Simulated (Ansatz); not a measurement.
We consider 1T (CdI2-type) TiTe₂, described by LDA (PAW; Ansatz, a quantum-chemistry and plane-wave program).

Numerical settings: plane-wave cutoff 500 eV, 12×12×6 k mesh (along the axes of the cell as run), Fermi–Dirac smearing 0.05 eV, scalar-relativistic PAW data made under PBE.

Computed at the level's own relaxed cell.

Question: Estimate the equilibrium volume per atom, lattice parameter a and c axis length that the calculation returns.

Answer: 
- equilibrium volume per atom: 24.60 Å³/atom
- lattice parameter a: 3.667 Å
- c axis length: 6.334 Å

Note: the volume lies 8 % below that of the published cell.

Spin–orbit coupling is not included.

Computed values are for the static lattice.

Computing time: roughly 2.3 core-minutes.
